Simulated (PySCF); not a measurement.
# CH5B: the cost of one run

Computed with PySCF 2.14.0; each step states its level. No surroundings beyond the atoms listed, unless a continuum is named. Atoms count from 0, parts from 1.

## 1. Starting point

Each species was relaxed by itself at PBE0-D3(BJ)/def2-SVPD.

## 2. Reaction energy: wB97M-D3(BJ)/def2-TZVPD

What the job is given:

```
{"job": {"kind": "react", "xc": "wB97M-D3(BJ)", "basis": "def2-TZVPD"}, "charge": 0, "multiplicity": 1}
-1 BFH2 charge 0 multiplicity 1
B     -0.003550     0.049940    -0.003400
F      0.127670    -1.260640     0.120180
H      0.626160     0.746750     0.752680
H     -0.743060     0.459740    -0.862990

-1 CH4 charge 0 multiplicity 1
C     -0.002000    -0.000480     0.001630
H     -0.628160    -0.871780    -0.226720
H     -0.482680     0.906630    -0.385000
H      0.121980     0.086080     1.088140
H      0.980860    -0.122860    -0.469970

+1 CH5B charge 0 multiplicity 1
B     -0.158110     0.750790     0.437660
C      0.095930    -0.527440    -0.405410
H     -1.276120     1.072650     0.766320
H      0.767440     1.414280     0.844120
H      0.258920    -1.304600     0.372440
H     -0.752910    -0.875710    -1.009280
H      1.018230    -0.515180    -1.003110

+1 FH charge 0 multiplicity 1
F      0.457570    -0.007030     0.047580
H     -0.457570     0.007030    -0.047580
```

Level: wB97M-D3(BJ)/def2-TZVPD reaction energy of separated species, gas phase.

The run is started by

```bash
$ OMP_NUM_THREADS=1 python cluster_run.py task.json out
```

The driver reads the jobs from task.json and runs them one after another.

**Question.** How long does this first job take on 1 thread of Arm Neoverse V1, shared host, and how much memory does it need?

About 6.7 s, with a peak of 0.49 GiB.
